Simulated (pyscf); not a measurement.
H₂C=C(F)–F + H₂ → F–C:–F [singlet] + CH₄, a concerted two-bond exchange (singlet surface; C–C, H–H broken, C–H, C–H formed). Optimised with ωB97X-D3(BJ)/def2-SVP in PySCF. Energies in eV from the separated reactants.

Small-basis levels: PySCF, no dispersion term, spherical d functions. AM1 to PM7: differences of heats of formation from MOPAC, which are fitted to 298 K values and so differ in kind from electronic energies by zero-point and thermal terms. GFN2-xTB: tblite. Cost: rough CPU time at the saddle relative to B3LYP/6-31G*, from one job on a shared machine.

```tsv
level	barrier	reaction energy	cost
HF/6-31G*	4.95	+0.30	0.1
MP2/6-31G*	4.38	+0.82	0.1
B3LYP/3-21G	4.27	+0.97	0.7
B3LYP/LANL2DZ	3.91	+1.00	0.8
B3LYP/6-31G*	4.02	+0.73	1
B3LYP/6-311+G**	3.74	+0.74	2
B3LYP/def2-SVP	3.84	+0.83	1
GFN2-xTB	3.22	+1.46	under 0.02
AM1	3.94	+0.36	under 0.02
PM3	4.39	+1.24	under 0.02
PM6	4.09	+1.50	under 0.02
PM7	4.48	+1.35	under 0.02
ωB97M-D3(BJ)/def2-TZVP	3.90	+0.63	–
```

Against the last row the barrier runs from -0.67 (GFN2-xTB) to +1.05 eV (HF/6-31G*). ωB97M-D3(BJ)/def2-TZVP has limits of its own. This is the saddle that the search found; another between the same sides may lie lower. A restricted solution here is unstable towards spin polarisation, so biradical character is likely and single-reference numbers are less safe.
